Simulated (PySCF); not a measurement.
Neon: a sound run and one with changed settings

Sound run: Ne [Ne], Ne⁺ [He] 2s2 2p5. Calculation: PySCF 2.14, in pcseg-2; the non-relativistic Hamiltonian (point nucleus). The sound run starts from symmetry-adapted Hartree-Fock orbitals and uses a fine grid where one is needed.

Changed run: 14 angular points. This setting is unsound on purpose.

```json
{"species": "Ne", "method": "UHF", "sound run (hartree)": "-128.53512", "changed run (hartree)": "-128.53512", "converged": "yes"}
{"species": "Ne", "method": "BP86", "sound run (hartree)": "-128.96536", "changed run (hartree)": "-128.96536", "converged": "yes"}
{"species": "Ne", "method": "PBE", "sound run (hartree)": "-128.85678", "changed run (hartree)": "-128.85678", "converged": "yes"}
{"species": "Ne⁺", "method": "UHF", "sound run (hartree)": "-127.81101", "changed run (hartree)": "-127.81101", "converged": "yes"}
{"species": "Ne⁺", "method": "BP86", "sound run (hartree)": "-128.16542", "changed run (hartree)": "-128.16472", "converged": "yes"}
{"species": "Ne⁺", "method": "PBE", "sound run (hartree)": "-128.05979", "changed run (hartree)": "-128.05914", "converged": "yes"}
```

Ionisation energy of Ne:

```tsv
method	sound run (eV)	changed run (eV)
UHF	19.704	19.704
BP86	21.768	21.787
PBE	21.687	21.705
```

A coarse angular grid integrates products of high-l functions wrongly, so density functionals can shift, and the SCF can exploit the error; Hartree-Fock and MP2 need no grid.

For comparison, NIST gives 21.565 eV between the lowest levels.
